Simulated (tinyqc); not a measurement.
Inside a calculation. Method: UHF in the sto-6g basis, for LiH+, spin multiplicity 2. One step of it, computed by the program tinyqc.

Question. Iteration 1: building the Fock matrix. J_ij = sum D_kl (ij|kl) with D = D(alpha) + D(beta), K_ij = sum D_kl (ik|jl) for each spin; F = H + J - K(s); E = tr D H + tr D J / 2 - 0.5 sum_s tr D(s) K(s) + E_nn.

D(alpha) at the start, order 1Li 1s, 1Li 2s, 1Li 2px, 1Li 2py, 1Li 2pz, 2H 1s:
```
[[1.032361, -0.116483, 0.000000, 0.000000, -0.069707, -0.042761],
 [-0.116483, 0.388756, 0.000000, 0.000000, 0.328839, 0.228505],
 [0.000000, 0.000000, 0.000000, 0.000000, 0.000000, 0.000000],
 [0.000000, 0.000000, 0.000000, 0.000000, 0.000000, 0.000000],
 [-0.069707, 0.328839, 0.000000, 0.000000, 0.278989, 0.194029],
 [-0.042761, 0.228505, 0.000000, 0.000000, 0.194029, 0.134975]]
```

D(beta) at the start, order 1Li 1s, 1Li 2s, 1Li 2px, 1Li 2py, 1Li 2pz, 2H 1s:
```
[[1.015064, -0.034608, 0.000000, 0.000000, -0.000242, 0.005551],
 [-0.034608, 0.001180, 0.000000, 0.000000, 0.000008, -0.000189],
 [0.000000, 0.000000, 0.000000, 0.000000, 0.000000, 0.000000],
 [0.000000, 0.000000, 0.000000, 0.000000, 0.000000, 0.000000],
 [-0.000242, 0.000008, 0.000000, 0.000000, 0.000000, -0.000001],
 [0.005551, -0.000189, 0.000000, 0.000000, -0.000001, 0.000030]]
```

core Hamiltonian H = T + V (hartree), order 1Li 1s, 1Li 2s, 1Li 2px, 1Li 2py, 1Li 2pz, 2H 1s:
```
[[-4.669161, -0.990655, 0.000000, 0.000000, -0.007448, -0.047916],
 [-0.990655, -1.307010, 0.000000, 0.000000, -0.076834, -0.310781],
 [0.000000, 0.000000, -1.074901, 0.000000, 0.000000, 0.000000],
 [0.000000, 0.000000, 0.000000, -1.074901, 0.000000, 0.000000],
 [-0.007448, -0.076834, 0.000000, 0.000000, -1.130622, -0.439040],
 [-0.047916, -0.310781, 0.000000, 0.000000, -0.439040, -1.127262]]
```

Two-electron integrals (ij|kl) in chemists' order, unique and non-zero (hartree):
```
(11|11) 1.681247   (21|11) 0.242603   (21|21) 0.044507   (22|11) 0.397190
(22|21) 0.090279   (22|22) 0.290625   (31|31) 0.009437   (32|31) 0.014261
(32|32) 0.064236   (33|11) 0.397190   (33|21) 0.090279   (33|22) 0.290625
(33|33) 0.313125   (41|41) 0.009437   (42|41) 0.014261   (42|42) 0.064236
(43|43) 0.016875   (44|11) 0.397190   (44|21) 0.090279   (44|22) 0.290625
(44|33) 0.279374   (44|44) 0.313125   (51|51) 0.009437   (52|51) 0.014261
(52|52) 0.064236   (53|53) 0.016875   (54|54) 0.016875   (55|11) 0.397190
(55|21) 0.090279   (55|22) 0.290625   (55|33) 0.279374   (55|44) 0.279374
(55|55) 0.313125   (61|11) 0.011130   (61|21) 0.002019   (61|22) 0.004218
(61|33) 0.004156   (61|44) 0.004156   (61|51) 0.000272   (61|52) 0.000583
(61|55) 0.004342   (61|61) 0.000102   (62|11) 0.059431   (62|21) 0.013864
(62|22) 0.052029   (62|33) 0.048997   (62|44) 0.048997   (62|51) 0.002141
(62|52) 0.016235   (62|55) 0.058094   (62|61) 0.000784   (62|62) 0.020318
(63|31) 0.000751   (63|32) 0.004284   (63|53) 0.001973   (63|63) 0.000915
(64|41) 0.000751   (64|42) 0.004284   (64|54) 0.001973   (64|64) 0.000915
(65|11) 0.083076   (65|21) 0.019482   (65|22) 0.074785   (65|33) 0.069730
(65|44) 0.069730   (65|51) 0.003342   (65|52) 0.025389   (65|55) 0.084894
(65|61) 0.001127   (65|62) 0.031311   (65|65) 0.048486   (66|11) 0.218733
(66|21) 0.051551   (66|22) 0.211193   (66|33) 0.194713   (66|44) 0.194713
(66|51) 0.007420   (66|52) 0.072985   (66|55) 0.244156   (66|61) 0.002950
(66|62) 0.112163   (66|65) 0.177002   (66|66) 0.774999
```

nuclear repulsion = 0.65627600 hartree

Give: Coulomb J; exchange K(alpha); exchange K(beta); F(alpha); F(beta); total energy of this density.

Answer.

Coulomb J (hartree), order 1Li 1s, 1Li 2s, 1Li 2px, 1Li 2py, 1Li 2pz, 2H 1s:
```
[[3.7227, 0.5644, 0.0000, 0.0000, 0.0113, 0.0266],
 [0.5644, 1.0613, 0.0000, 0.0000, 0.0673, 0.2009],
 [0.0000, 0.0000, 1.0526, 0.0000, 0.0000, 0.0000],
 [0.0000, 0.0000, 0.0000, 1.0526, 0.0000, 0.0000],
 [0.0113, 0.0673, 0.0000, 0.0000, 1.0787, 0.2902],
 [0.0266, 0.2009, 0.0000, 0.0000, 0.2902, 0.8540]]
```

exchange K(alpha) (hartree), order 1Li 1s, 1Li 2s, 1Li 2px, 1Li 2py, 1Li 2pz, 2H 1s:
```
[[1.6992, 0.2402, 0.0000, 0.0000, 0.0087, 0.0166],
 [0.2402, 0.1875, 0.0000, 0.0000, 0.1497, 0.1419],
 [0.0000, 0.0000, 0.0389, 0.0000, 0.0000, 0.0000],
 [0.0000, 0.0000, 0.0000, 0.0389, 0.0000, 0.0000],
 [0.0087, 0.1497, 0.0000, 0.0000, 0.1696, 0.1610],
 [0.0166, 0.1419, 0.0000, 0.0000, 0.1610, 0.2661]]
```

exchange K(beta) (hartree), order 1Li 1s, 1Li 2s, 1Li 2px, 1Li 2py, 1Li 2pz, 2H 1s:
```
[[1.6900, 0.2314, 0.0000, 0.0000, 0.0004, 0.0104],
 [0.2314, 0.0394, 0.0000, 0.0000, 0.0001, 0.0017],
 [0.0000, 0.0000, 0.0087, 0.0000, 0.0000, 0.0000],
 [0.0000, 0.0000, 0.0000, 0.0087, 0.0000, 0.0000],
 [0.0004, 0.0001, 0.0000, 0.0000, 0.0087, 0.0002],
 [0.0104, 0.0017, 0.0000, 0.0000, 0.0002, 0.0001]]
```

F(alpha) (hartree), order 1Li 1s, 1Li 2s, 1Li 2px, 1Li 2py, 1Li 2pz, 2H 1s:
```
[[-2.6456, -0.6665, 0.0000, 0.0000, -0.0048, -0.0380],
 [-0.6665, -0.4331, 0.0000, 0.0000, -0.1592, -0.2518],
 [0.0000, 0.0000, -0.0612, 0.0000, 0.0000, 0.0000],
 [0.0000, 0.0000, 0.0000, -0.0612, 0.0000, 0.0000],
 [-0.0048, -0.1592, 0.0000, 0.0000, -0.2214, -0.3098],
 [-0.0380, -0.2518, 0.0000, 0.0000, -0.3098, -0.5393]]
```

F(beta) (hartree), order 1Li 1s, 1Li 2s, 1Li 2px, 1Li 2py, 1Li 2pz, 2H 1s:
```
[[-2.6364, -0.6577, 0.0000, 0.0000, 0.0035, -0.0317],
 [-0.6577, -0.2851, 0.0000, 0.0000, -0.0096, -0.1116],
 [0.0000, 0.0000, -0.0310, 0.0000, 0.0000, 0.0000],
 [0.0000, 0.0000, 0.0000, -0.0310, 0.0000, 0.0000],
 [0.0035, -0.0096, 0.0000, 0.0000, -0.0606, -0.1491],
 [-0.0317, -0.1116, 0.0000, 0.0000, -0.1491, -0.2733]]
```

total energy of this density = -7.564815 hartree
